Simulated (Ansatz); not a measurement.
# C2H3Cl: the cost of one run

Method: the levels named in each step, in Ansatz 0.2.0.

## Step 1: Starting point

Bond lengths: C1–C2 1.318 Å, C2–Cl3 1.721 Å, C1–H4 1.076 Å, C1–H5 1.076 Å, C2–H6 1.079 Å. Angles: C1–C2–Cl3 122.9°, C1–C2–H6 124.0°, Cl3–C2–H6 113.1°, C2–C1–H4 122.2°, C2–C1–H5 120.5°, H4–C1–H5 117.3°.

Coordinates:

```xyz
6

C    -1.7097    0.3194   -0.0799
C    -0.4513    0.7035   -0.0083
Cl    0.8638   -0.4052    0.0354
H    -1.9919   -0.7181   -0.1162
H    -2.5018    1.0465   -0.1053
H    -0.1374    1.7353    0.0293
```

## Step 2: A rough first relaxation, PBE-D4/def2-SVP

File input.yaml:

```yaml
crystal:
  periodic: [false, false, false]
  atoms:
    - { symbol: C, position_ang: [-1.70968, 0.31938, -0.07994] }
    - { symbol: C, position_ang: [-0.45135, 0.70354, -0.00835] }
    - { symbol: Cl, position_ang: [0.86378, -0.40522, 0.03537] }
    - { symbol: H, position_ang: [-1.99194, -0.71812, -0.11618] }
    - { symbol: H, position_ang: [-2.50179, 1.04652, -0.10532] }
    - { symbol: H, position_ang: [-0.13736, 1.73527, 0.02928] }
basis:
  gaussian: { orbitals: def2-SVP }
hamiltonian:
  xc: pbe
  dispersion: d4
relax:
  f_tol: 0.03
  max_steps: 200
```

The run is started by

```bash
> ansatz run input.yaml --threads 4 --pin off --max-ram 10240MiB --backend cpu --events-out ev --progress --plain --runs-dir out
```

Q: Estimate wall time and peak memory on 4 threads of Intel Xeon at 2.50GHz (Skylake/Cascade Lake), shared host.

About 4.5 s, with a peak of 0.12 GiB.
